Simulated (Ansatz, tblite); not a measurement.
**The cluster InF₃: removing and adding an electron**

Aim: the energy of removing and adding an electron for the cluster InF₃, by energy differences, and how well orbital energies stand in for it.

Computed with Ansatz 0.2.0, Gaussian basis. Level: as each input shows.

Levels to be run: charge +1 doublet, at the geometry of the singlet (PBE0-D4/def2-TZVP, PBE-D4/def2-TZVP, r2SCAN-D4/def2-TZVP, CCSD(T)/def2-TZVPP); charge -1 doublet, at the geometry of the singlet (PBE0-D4/def2-TZVPD, PBE-D4/def2-TZVPD, r2SCAN-D4/def2-TZVPD); the starting singlet's energies come from earlier runs.

5 further runs of the same task are left out: 5 set aside as unsound or not needed. Runs told in other sessions of the task aren't counted.

## 1. The geometry

The singlet was relaxed beforehand with r2SCAN-D4/def2-TZVP. At that level it is the lowest of the isomers that a small search found.

4 atoms, charge 0, spin multiplicity 1.

Atoms are counted from 1 here; the program's logs count them from 0.

Bond lengths: In1–F2 1.923 Å, In1–F3 1.923 Å, In1–F4 1.923 Å. Angles: F2–In1–F3 120.2°, F2–In1–F4 120.0°, F3–In1–F4 119.8°.

In takes a core potential in the def2 sets. No spin-orbit coupling is included.

## 2. Charge +1 doublet at the fixed geometry, first pass, PBE0-D4/def2-SVP

Input file in.yaml:

```yaml
crystal:
  periodic: [false, false, false]
  atoms:
    - {symbol: In, position_ang: [0.000276, -0.001035, -0.001368]}
    - {symbol: F, position_ang: [1.142177, -1.455249, -0.530590]}
    - {symbol: F, position_ang: [-1.310906, 0.694601, -1.224432]}
    - {symbol: F, position_ang: [0.168454, 0.761683, 1.756390]}
basis:
  gaussian: {orbitals: def2-SVP}
total_charge: 1
magnetization: {spin_polarized: true, initial_magnetization: 1}
hamiltonian: {xc: pbe0, dispersion: d4}
output: {orbitals: {seedname: orbitals}}
```

Launch:

```
$ ansatz run in.yaml --threads 4 --pin off --events-out ev --progress --plain --max-ram 3916MiB
```

Log:

```text
Functional definition: PBE0
  name "PBE0"
  cite "Adamo & Barone, J. Chem. Phys. 110, 6158 (1999) doi:10.1063/1.478522"
  cite "Perdew, Burke & Ernzerhof, Phys. Rev. Lett. 77, 3865 (1996) doi:10.1103/PhysRevLett.77.3865"
  parent pbe
  parameter a = 0.25
  parameter kappa = 0.804
  parameter beta = 0.06672455060314922
  exchange = (1 - a)*pbe_x(kappa = kappa, mu = beta*pi^2/3) + a*exact_x
  correlation = pbe_c(beta = beta)
720 factors; integrals over basis functions are off by at most 2.3e-4 eV
mean field evaluation 1: about -13285.9282 eV, gradient 6.0e1 eV
mean field evaluation 2: about -13257.5819 eV, gradient 1.1e2 eV
mean field evaluation 4: about -13296.3351 eV, gradient 2.2e1 eV
mean field evaluation 8: about -13298.1268 eV, gradient 3.6e-1 eV
mean field evaluation 16: about -13298.1758 eV, gradient 1.9e-2 eV
mean field evaluation 32: about -13298.1884 eV, gradient 2.3e-5 eV
mean field evaluation 64: about -13298.1871 eV, gradient 2.5e-4 eV
mean field evaluation 96: about -13297.8040 eV, gradient 7.7e0 eV
mean field -13298.18914470 eV, -488.6994372312 hartree, gradient 2.9e-6 eV, S^2 0.770957; 12 other end points of the search recorded, 0 dependent functions left out
reference -13298.18918308 eV, -488.6994386420 hartree; 24, 23 occupied and 44, 45 virtual orbitals, 720 factors
Total energy: -13298.23106280 eV, -488.7009776930 hartree
```

It took 7 s on 4 threads of Arm Neoverse V1, shared host.

HOMO -17.46 eV, LUMO -15.96 eV (over both spins); ⟨S²⟩ 0.771 (pure: 0.75); the next solution that the search met lies 0.002 eV higher.

## 3. Charge +1 doublet at the fixed geometry, PBE0-D4/def2-TZVP

start.molden holds the orbitals of an earlier run on this state, given as this run's starting guess.

in.yaml: that of step 2 with these lines changed.

```diff
@@ -8,3 +8,3 @@
 basis:
-  gaussian: {orbitals: def2-SVP}
+  gaussian: {orbitals: def2-TZVP, initial_orbitals: start.molden}
 total_charge: 1
@@ -12,2 +12,3 @@
 hamiltonian: {xc: pbe0, dispersion: d4}
+scf: {omitted_lower_state_checks: [starts]}
 output: {orbitals: {seedname: orbitals}}
```

Same command.

Log:

```text
Functional definition: PBE0
  name "PBE0"
  cite "Adamo & Barone, J. Chem. Phys. 110, 6158 (1999) doi:10.1063/1.478522"
  cite "Perdew, Burke & Ernzerhof, Phys. Rev. Lett. 77, 3865 (1996) doi:10.1103/PhysRevLett.77.3865"
  parent pbe
  parameter a = 0.25
  parameter kappa = 0.804
  parameter beta = 0.06672455060314922
  exchange = (1 - a)*pbe_x(kappa = kappa, mu = beta*pi^2/3) + a*exact_x
  correlation = pbe_c(beta = beta)
these checks for a lower state are left out or cut short: starts
949 factors; their error is unknown
mean field evaluation 1: about -13304.5760 eV, gradient 1.4e2 eV
mean field evaluation 2: about -13308.7155 eV, gradient 4.7e0 eV
mean field evaluation 4: about -13308.9081 eV, gradient 1.9e-1 eV
mean field evaluation 8: about -13308.9083 eV, gradient 3.9e-5 eV
mean field -13308.90829839 eV, -489.0933588639 hartree, gradient 4.3e-6 eV, S^2 0.771178; 0 other end points of the search recorded, 0 dependent functions left out
reference -13308.90832005 eV, -489.0933596597 hartree; 24, 23 occupied and 119, 120 virtual orbitals, 949 factors
Total energy: -13308.95019976 eV, -489.0948987108 hartree
Checks for a lower state left out: starts
```

It took 4.9 s on 4 threads of Arm Neoverse V1, shared host.

HOMO -17.56 eV, LUMO -15.93 eV (over both spins); ⟨S²⟩ 0.771 (pure: 0.75).

## 4. Charge +1 doublet at the fixed geometry, PBE-D4/def2-TZVP

in.yaml: that of step 3 with these lines changed.

```diff
@@ -11,3 +11,3 @@
 magnetization: {spin_polarized: true, initial_magnetization: 1}
-hamiltonian: {xc: pbe0, dispersion: d4}
+hamiltonian: {xc: pbe, dispersion: d4}
 scf: {omitted_lower_state_checks: [starts]}
```

The command is unchanged.

Log:

```text
Functional definition: PBE
  name "PBE"
  cite "Perdew, Burke & Ernzerhof, Phys. Rev. Lett. 77, 3865 (1996) doi:10.1103/PhysRevLett.77.3865"
  parent pbe
  parameter kappa = 0.804
  parameter beta = 0.06672455060314922
  exchange = pbe_x(kappa = kappa, mu = beta*pi^2/3)
  correlation = pbe_c(beta = beta)
these checks for a lower state are left out or cut short: starts
856 factors; their error is unknown
mean field evaluation 1: about -13309.8301 eV, gradient 7.2e0 eV
mean field evaluation 2: about -13310.0225 eV, gradient 3.8e-1 eV
mean field evaluation 4: about -13310.0222 eV, gradient 2.2e-1 eV
mean field evaluation 8: about -13310.0223 eV, gradient 2.6e-5 eV
mean field -13310.02233427 eV, -489.1342989271 hartree, gradient 5.4e-6 eV, S^2 0.753920; 0 other end points of the search recorded, 0 dependent functions left out
reference -13310.02236958 eV, -489.1343002247 hartree; 24, 23 occupied and 119, 120 virtual orbitals, 856 factors
Total energy: -13310.07206727 eV, -489.1361265812 hartree
Checks for a lower state left out: starts
```

It took 3 s on 4 threads of Arm Neoverse V1, shared host.

From the report: HOMO -16.43 eV, LUMO -16.36 eV (over both spins); ⟨S²⟩ 0.754 (pure: 0.75).

## 5. Charge +1 doublet at the fixed geometry, r2SCAN-D4/def2-TZVP

in.yaml: that of step 4 with these lines changed.

```diff
@@ -11,3 +11,3 @@
 magnetization: {spin_polarized: true, initial_magnetization: 1}
-hamiltonian: {xc: pbe, dispersion: d4}
+hamiltonian: {xc: r2scan, dispersion: d4}
 scf: {omitted_lower_state_checks: [starts]}
```

Launched as before.

Log (excerpt; [...] marks lines left out):

```text
Functional definition: r2SCAN
  name "r2SCAN"
  cite "Furness, Kaplan, Ning, Perdew & Sun, J. Phys. Chem. Lett. 11, 8208 (2020) doi:10.1021/acs.jpclett.0c02405"
  cite "Furness, Kaplan, Ning, Perdew & Sun, J. Phys. Chem. Lett. 11, 9248 (2020) doi:10.1021/acs.jpclett.0c03077"
  parent r2scan
[...]
856 factors; their error is unknown
[...]
mean field -13315.91769078 eV, -489.3509492831 hartree, gradient 2.8e-6 eV, S^2 0.759263; 0 other end points of the search recorded, 0 dependent functions left out
reference -13315.91770011 eV, -489.3509496258 hartree; 24, 23 occupied and 119, 120 virtual orbitals, 856 factors
Total energy: -13315.92863969 eV, -489.3513516481 hartree
Checks for a lower state left out: starts
```

It took 7.5 s on 4 threads of Arm Neoverse V1, shared host.

HOMO -16.73 eV, LUMO -16.43 eV (over both spins); ⟨S²⟩ 0.759 (pure: 0.75).

## 6. Charge +1 doublet at the fixed geometry, CCSD(T)/def2-TZVPP

in.yaml: that of step 5 with these lines changed.

```diff
@@ -8,7 +8,7 @@
 basis:
-  gaussian: {orbitals: def2-TZVP, initial_orbitals: start.molden}
+  gaussian: {orbitals: def2-TZVPP, initial_orbitals: start.molden}
 total_charge: 1
 magnetization: {spin_polarized: true, initial_magnetization: 1}
-hamiltonian: {xc: r2scan, dispersion: d4}
-scf: {omitted_lower_state_checks: [starts]}
+correlation: {method: ccsd_t}
+scf: {omitted_lower_state_checks: [starts, cluster_reference]}
 output: {orbitals: {seedname: orbitals}}
```

Same command.

Log (excerpt; [...] marks lines left out):

```text
Functional definition: HF
  name "HF"
  cite "Fock, Z. Phys. 61, 126 (1930) doi:10.1007/BF01340294"
  parent pbe
[...]
1106 factors; integrals over basis functions are off by at most 7.5e-4 eV
[...]
mean field -13259.36732293 eV, -487.2727615957 hartree, gradient 2.3e-6 eV, S^2 0.754429; 0 other end points of the search recorded, 0 dependent functions left out
7 core orbitals not correlated: weight in the atoms' cores, before any rotation towards them, 1.000 or more for the frozen orbitals, at most 0.000 for the correlated occupied ones
reference -13259.36732293 eV, -487.2727615957 hartree; 17, 16 occupied and 119, 120 virtual orbitals, 1106 factors
second order -26.02751015 eV of doubles, -0.00000000 eV of singles
cycle   1  -25.33555676 eV  change    6.9e-1 eV  update   1.5e-1
[...]
cycle  20  -26.14661322 eV  change   -5.2e-6 eV  update   1.5e-5
perturbative correction -0.81937039 eV, -0.0301113066 hartree
Total energy: -13286.33330655 eV, -488.2637432154 hartree
Checks for a lower state left out: starts, cluster_reference
```

Run time: 1.8 min. Hardware: 4 threads of Arm Neoverse V1, shared host; peak memory 2.7 GiB.

From the report: Hartree-Fock HOMO -21.59 eV, LUMO -9.66 eV (over both spins); ⟨S²⟩ 0.754 (pure: 0.75); T1 0.033.

## 7. Vertical ionisation energy

Charged state less starting state, singlet to doublet; the starting state's energies are those of its earlier runs.

Differences are taken before rounding.

```
             method  vertical ionisation energy (eV)  from CCSD(T)/def2-TZVPP (eV)     time
      HF/def2-TZVPP                            12.69                         -1.55         
   PBE-D4/def2-TZVP                            12.76                         -1.47    3.8 s
r2SCAN-D4/def2-TZVP                            13.03                         -1.20      9 s
  PBE0-D4/def2-TZVP                            13.54                         -0.70    6.1 s
     MP2/def2-TZVPP                            14.67                         +0.43         
    CCSD/def2-TZVPP                            14.23                         -0.01         
 CCSD(T)/def2-TZVPP                            14.24                             0  2.2 min
```

Times add the two runs; a level without a time comes out of a correlated run.

Beside −ε(HOMO) of the starting state:

```
              level  −ε(HOMO) (eV)  by difference (eV)  mismatch (eV)
   PBE-D4/def2-TZVP           9.18               12.76          -3.58
r2SCAN-D4/def2-TZVP           9.62               13.03          -3.41
  PBE0-D4/def2-TZVP          11.15               13.54          -2.39
```

## 8. Charge -1 doublet at the fixed geometry, first pass, PBE0-D4/def2-SVP

in.yaml: that of step 6 with these lines changed.

```diff
@@ -8,7 +8,6 @@
 basis:
-  gaussian: {orbitals: def2-TZVPP, initial_orbitals: start.molden}
-total_charge: 1
+  gaussian: {orbitals: def2-SVP}
+total_charge: -1
 magnetization: {spin_polarized: true, initial_magnetization: 1}
-correlation: {method: ccsd_t}
-scf: {omitted_lower_state_checks: [starts, cluster_reference]}
+hamiltonian: {xc: pbe0, dispersion: d4}
 output: {orbitals: {seedname: orbitals}}
```

Launched as before.

Log:

```text
Functional definition: PBE0
  name "PBE0"
  cite "Adamo & Barone, J. Chem. Phys. 110, 6158 (1999) doi:10.1063/1.478522"
  cite "Perdew, Burke & Ernzerhof, Phys. Rev. Lett. 77, 3865 (1996) doi:10.1103/PhysRevLett.77.3865"
  parent pbe
  parameter a = 0.25
  parameter kappa = 0.804
  parameter beta = 0.06672455060314922
  exchange = (1 - a)*pbe_x(kappa = kappa, mu = beta*pi^2/3) + a*exact_x
  correlation = pbe_c(beta = beta)
720 factors; integrals over basis functions are off by at most 2.3e-4 eV
mean field evaluation 1: about -13312.0057 eV, gradient 1.0e1 eV
mean field evaluation 2: about -13311.6515 eV, gradient 1.6e1 eV
mean field evaluation 4: about -13312.4781 eV, gradient 2.9e-1 eV
mean field evaluation 8: about -13312.5636 eV, gradient 8.0e-3 eV
mean field -13312.56358214 eV, -489.2276880640 hartree, gradient 4.3e-5 eV, S^2 0.752111; 0 other end points of the search recorded, 0 dependent functions left out
reference -13312.56361748 eV, -489.2276893627 hartree; 25, 24 occupied and 43, 44 virtual orbitals, 720 factors
Total energy: -13312.61996147 eV, -489.2297599660 hartree
```

Wall time 0.9 s (4 threads of Arm Neoverse V1, shared host).

Report: HOMO 1.29 eV, LUMO 3.65 eV (over both spins); ⟨S²⟩ 0.752 (pure: 0.75). Doubts: highest occupied level lies above zero.

## 9. Charge -1 doublet at the fixed geometry, PBE0-D4/def2-TZVPD

in.yaml: that of step 8 with these lines changed.

```diff
@@ -8,3 +8,3 @@
 basis:
-  gaussian: {orbitals: def2-SVP}
+  gaussian: {orbitals: def2-TZVPD, initial_orbitals: start.molden}
 total_charge: -1
@@ -12,2 +12,3 @@
 hamiltonian: {xc: pbe0, dispersion: d4}
+scf: {omitted_lower_state_checks: [starts]}
 output: {orbitals: {seedname: orbitals}}
```

The command is unchanged.

Log:

```text
Functional definition: PBE0
  name "PBE0"
  cite "Adamo & Barone, J. Chem. Phys. 110, 6158 (1999) doi:10.1063/1.478522"
  cite "Perdew, Burke & Ernzerhof, Phys. Rev. Lett. 77, 3865 (1996) doi:10.1103/PhysRevLett.77.3865"
  parent pbe
  parameter a = 0.25
  parameter kappa = 0.804
  parameter beta = 0.06672455060314922
  exchange = (1 - a)*pbe_x(kappa = kappa, mu = beta*pi^2/3) + a*exact_x
  correlation = pbe_c(beta = beta)
these checks for a lower state are left out or cut short: starts
1104 factors; their error is unknown
mean field evaluation 1: about -13318.6365 eV, gradient 1.4e2 eV
mean field evaluation 2: about -13323.4134 eV, gradient 6.5e0 eV
mean field evaluation 4: about -13323.9910 eV, gradient 1.0e-2 eV
mean field evaluation 8: about -13324.0522 eV, gradient 1.4e-5 eV
mean field -13324.05223744 eV, -489.6498883590 hartree, gradient 1.4e-5 eV, S^2 0.751445; 0 other end points of the search recorded, 0 dependent functions left out
reference -13324.05228392 eV, -489.6498900672 hartree; 25, 24 occupied and 151, 152 virtual orbitals, 1104 factors
Total energy: -13324.10862791 eV, -489.6519606705 hartree
Checks for a lower state left out: starts
```

Run time: 2.9 s. Hardware: 4 threads of Arm Neoverse V1, shared host.

Report: HOMO 0.37 eV, LUMO 2.40 eV (over both spins); ⟨S²⟩ 0.751 (pure: 0.75). Doubts: highest occupied level lies above zero.

## 10. Charge -1 doublet at the fixed geometry, PBE-D4/def2-TZVPD

in.yaml: that of step 9 with these lines changed.

```diff
@@ -11,3 +11,3 @@
 magnetization: {spin_polarized: true, initial_magnetization: 1}
-hamiltonian: {xc: pbe0, dispersion: d4}
+hamiltonian: {xc: pbe, dispersion: d4}
 scf: {omitted_lower_state_checks: [starts]}
```

The command is unchanged.

Log:

```text
Functional definition: PBE
  name "PBE"
  cite "Perdew, Burke & Ernzerhof, Phys. Rev. Lett. 77, 3865 (1996) doi:10.1103/PhysRevLett.77.3865"
  parent pbe
  parameter kappa = 0.804
  parameter beta = 0.06672455060314922
  exchange = pbe_x(kappa = kappa, mu = beta*pi^2/3)
  correlation = pbe_c(beta = beta)
these checks for a lower state are left out or cut short: starts
1022 factors; their error is unknown
mean field evaluation 1: about -13324.3319 eV, gradient 7.2e0 eV
mean field evaluation 2: about -13324.4863 eV, gradient 1.5e-1 eV
mean field evaluation 4: about -13324.4793 eV, gradient 7.6e-4 eV
mean field -13324.47934388 eV, -489.6655842312 hartree, gradient 1.0e-5 eV, S^2 0.750724; 0 other end points of the search recorded, 0 dependent functions left out
reference -13324.47940336 eV, -489.6655864168 hartree; 25, 24 occupied and 151, 152 virtual orbitals, 1022 factors
Total energy: -13324.54609772 eV, -489.6680373895 hartree
Checks for a lower state left out: starts
```

It took 1.8 s on 4 threads of Arm Neoverse V1, shared host.

Report: HOMO 1.03 eV, LUMO 1.53 eV (over both spins); ⟨S²⟩ 0.751 (pure: 0.75). Doubts: highest occupied level lies above zero.

## 11. Charge -1 doublet at the fixed geometry, r2SCAN-D4/def2-TZVPD

in.yaml: that of step 10 with these lines changed.

```diff
@@ -11,3 +11,3 @@
 magnetization: {spin_polarized: true, initial_magnetization: 1}
-hamiltonian: {xc: pbe, dispersion: d4}
+hamiltonian: {xc: r2scan, dispersion: d4}
 scf: {omitted_lower_state_checks: [starts]}
```

Launched as before.

Log:

```text
Functional definition: r2SCAN
  name "r2SCAN"
  cite "Furness, Kaplan, Ning, Perdew & Sun, J. Phys. Chem. Lett. 11, 8208 (2020) doi:10.1021/acs.jpclett.0c02405"
  cite "Furness, Kaplan, Ning, Perdew & Sun, J. Phys. Chem. Lett. 11, 9248 (2020) doi:10.1021/acs.jpclett.0c03077"
  parent r2scan
  parameter k0 = 0.174
  parameter k1 = 0.065
  parameter a1 = 4.9479
  exchange = r2scan_x(k0 = k0, k1 = k1, a1 = a1)
  correlation = r2scan_c
these checks for a lower state are left out or cut short: starts
1022 factors; their error is unknown
mean field evaluation 1: about -13330.5103 eV, gradient 3.8e0 eV
mean field evaluation 2: about -13330.5483 eV, gradient 5.3e-2 eV
mean field evaluation 4: about -13330.5499 eV, gradient 2.5e-4 eV
mean field -13330.54986604 eV, -489.8886718057 hartree, gradient 1.5e-5 eV, S^2 0.752228; 0 other end points of the search recorded, 0 dependent functions left out
reference -13330.54990936 eV, -489.8886733976 hartree; 25, 24 occupied and 151, 152 virtual orbitals, 1022 factors
Total energy: -13330.56487920 eV, -489.8892235293 hartree
Checks for a lower state left out: starts
```

Wall time 4.5 s (4 threads of Arm Neoverse V1, shared host).

From the report: HOMO 0.98 eV, LUMO 1.89 eV (over both spins); ⟨S²⟩ 0.752 (pure: 0.75). Doubts: highest occupied level lies above zero.

## 12. Vertical electron affinity

Starting state less charged state (positive: the electron is bound), singlet to doublet; the starting state's energies are those of its earlier runs.

```
               level  vertical electron affinity (eV)   time
   PBE-D4/def2-TZVPD                            +1.61    3 s
r2SCAN-D4/def2-TZVPD                            +1.52  6.5 s
  PBE0-D4/def2-TZVPD                            +1.54  4.3 s
```

Times add the two runs; a level without a time comes out of a correlated run.

Beside −ε(LUMO) of the starting state:

```
               level  −ε(LUMO) (eV)  by difference (eV)  mismatch (eV)
   PBE-D4/def2-TZVPD           4.49                1.61          +2.88
r2SCAN-D4/def2-TZVPD           4.22                1.52          +2.70
  PBE0-D4/def2-TZVPD           3.54                1.54          +2.00
```

## 13. Summary of results

```
                                             quantity                                 value
 vertical ionisation energy, functionals in def2-TZVP  12.76 (PBE-D4) to 13.54 eV (PBE0-D4)
       vertical ionisation energy, CCSD(T)/def2-TZVPP                              14.24 eV
vertical electron affinity, functionals in def2-TZVPD  1.52 (r2SCAN-D4) to 1.61 eV (PBE-D4)
```

In words: The vertical ionisation energy spans 12.76 to 13.54 eV over the functionals, beside 14.24 eV from CCSD(T)/def2-TZVPP. −ε(HOMO) misses the level's own difference by -2.39 eV at best (PBE0-D4) and -3.58 eV at worst (PBE-D4). CCSD(T)/def2-TZVPP isn't at the basis-set limit; small misses against it rank nothing. The vertical electron affinity spans 1.52 to 1.61 eV over the functionals. The anion's highest level lies above zero where self-interaction lifts it, so diffuse functions weigh on these values. −ε(LUMO) misses the level's own difference by +2.00 eV at best (PBE0-D4) and +2.88 eV at worst (PBE-D4).

The anion's highest level is positive in at least one run, so there the basis alone may hold the extra electron.
